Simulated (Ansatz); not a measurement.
# BH⁻, quartet: stretch scan

Starting geometry (PBE0/def2-TZVPD stationary point for this spin):

```xyz
2

B     0.0000    0.0000    0.0000
H     0.0000    0.0000    1.2058
```

From there H2 moves along the line of the two atoms named below, all else staying in place; atoms are numbered as listed. Energies are in eV, counted from the starting geometry at the same level. Kohn–Sham curves are unrestricted where that lies lower.

Basis aug-cc-pVTZ; Ansatz 0.2.0. Only valence electrons are correlated (noble-gas cores frozen). R marks a restricted (for open shells ROHF) determinant, U an unrestricted one.

Unrestricted rows (U, and Kohn–Sham where it breaks symmetry) aren't spin-pure: their determinants' ⟨S²⟩ exceeds S(S+1) by up to 0.10, so they mix in states of higher spin.

Full CI isn't at hand for all of this; UCCSDT(Q) serves as the reference, and is uncertain by about the last step of the cluster series.

```json
{"distance B1-H2 (Å)": "0.977", "wB97M-V": "0.812"}
{"distance B1-H2 (Å)": "1.069", "wB97M-V": "0.227"}
{"distance B1-H2 (Å)": "1.206", "wB97M-V": "0.000"}
{"distance B1-H2 (Å)": "1.352", "wB97M-V": "0.210"}
{"distance B1-H2 (Å)": "1.485", "wB97M-V": "0.582"}
{"distance B1-H2 (Å)": "1.651", "wB97M-V": "1.117"}
{"distance B1-H2 (Å)": "1.910", "wB97M-V": "1.851"}
{"distance B1-H2 (Å)": "2.262", "wB97M-V": "2.357"}
{"distance B1-H2 (Å)": "2.601", "wB97M-V": "2.504"}
{"distance B1-H2 (Å)": "3.204", "wB97M-V": "2.570"}
{"distance B1-H2 (Å)": "4.202", "wB97M-V": "2.587"}
```

Problem. Estimate the UCCSDT(Q) curve in aug-cc-pVTZ from this one, knowing how wB97M-V errs.

Solution. The computed UCCSDT(Q) values, in eV from the starting point, and the error of wB97M-V against them:
```json
{"distance B1-H2 (Å)": "0.977", "UCCSDT(Q)": "0.876", "wB97M-V less UCCSDT(Q)": "-0.064"}
{"distance B1-H2 (Å)": "1.069", "UCCSDT(Q)": "0.263", "wB97M-V less UCCSDT(Q)": "-0.036"}
{"distance B1-H2 (Å)": "1.206", "UCCSDT(Q)": "0.000", "wB97M-V less UCCSDT(Q)": "0.000"}
{"distance B1-H2 (Å)": "1.352", "UCCSDT(Q)": "0.174", "wB97M-V less UCCSDT(Q)": "0.036"}
{"distance B1-H2 (Å)": "1.485", "UCCSDT(Q)": "0.512", "wB97M-V less UCCSDT(Q)": "0.070"}
{"distance B1-H2 (Å)": "1.651", "UCCSDT(Q)": "1.001", "wB97M-V less UCCSDT(Q)": "0.116"}
{"distance B1-H2 (Å)": "1.910", "UCCSDT(Q)": "1.677", "wB97M-V less UCCSDT(Q)": "0.174"}
{"distance B1-H2 (Å)": "2.262", "UCCSDT(Q)": "2.226", "wB97M-V less UCCSDT(Q)": "0.131"}
{"distance B1-H2 (Å)": "2.601", "UCCSDT(Q)": "2.441", "wB97M-V less UCCSDT(Q)": "0.063"}
{"distance B1-H2 (Å)": "3.204", "UCCSDT(Q)": "2.560", "wB97M-V less UCCSDT(Q)": "0.010"}
{"distance B1-H2 (Å)": "4.202", "UCCSDT(Q)": "2.609", "wB97M-V less UCCSDT(Q)": "-0.022"}
```

The error spans 0.239 eV and is largest, 0.174 eV, at 1.910 Å.
